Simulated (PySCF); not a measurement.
# C3H2Cl2O: the cost of one run

Programs: PySCF 2.14.0, with routines of our own; each step states its level. All values are computed. Atoms count from 0.

## 1. The system as given

8 atoms, charge 0, multiplicity 1; geometry from: GFN2-xTB.

## 2. Relaxing the molecule at PBE0-D3(BJ)/def2-SVP

The job: settings as JSON, then the geometry in Å.

```
{"job": {"xc": "PBE0", "basis": "def2-SVP", "d3": "d3bj", "grid": 1, "kind": "geom"}, "charge": 0, "multiplicity": 1}
O     -1.448775     1.088566    -0.879615
C     -1.221730     0.215349    -0.103789
Cl    -2.549853    -0.593359     0.735441
C      0.069310    -0.329495     0.290337
C      1.187120     0.170128    -0.246938
Cl     2.736735    -0.385816     0.138171
H      0.083129    -1.128884     1.013289
H      1.153121     0.972923    -0.971461
```

Run with:

```
> OMP_NUM_THREADS=1 python excited_run.py task.json out
```

The driver reads the jobs from task.json and runs them one after another.

Q: Estimate the wall time and peak memory of this first job on 1 thread of Arm Neoverse V1, shared host.

About 14 s, with a peak of 0.48 GiB.
